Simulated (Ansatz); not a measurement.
Fluorite BaF₂: PBE at its full settings (plane-wave cutoff 520 eV, 10×10×10 k mesh, Fermi–Dirac smearing 0.01 eV, scalar-relativistic PAW data made under PBE) and at cheaper ones, in a cell of 3 atoms with Γ-centred meshes.

```csv
level and setting,lattice constant a (Å),bulk modulus B0 (GPa)
PBE (Ansatz),6.247,53.9
PBE (Γ point alone) (Ansatz),5.843,70.1
PBE (2×2×2 k mesh) (Ansatz),6.262,53.8
PBE (4×4×4 k mesh) (Ansatz),6.247,54.0
PBE (6×6×6 k mesh) (Ansatz),6.247,53.9
PBE (Fermi-Dirac smearing of 0.3 eV) (Ansatz),6.247,53.9
```

Largest shifts from the full settings: lattice constant a -6.47 % (PBE (Γ point alone)); bulk modulus +30 % (PBE (Γ point alone)), against a difference of -5.4 % of the full result from the reference 57 GPa (measured, temperature not stated, no zero-point or thermal correction, sources range from 56.9 to 59.0; as tabulated in On the Morphology of Group II Metal Fluoride Nanocrystals at Finite Temperature …).

Ansatz's density-functional and Hartree–Fock values are scalar-relativistic unless marked +SOC, with PAW data made under PBE.

Run with cheap settings on purpose, which may leave them unconverged: PBE (2×2×2 k mesh), PBE (4×4×4 k mesh), PBE (6×6×6 k mesh), PBE (Fermi-Dirac smearing of 0.3 eV), PBE (Γ point alone).

Ansatz is a first-principles code.
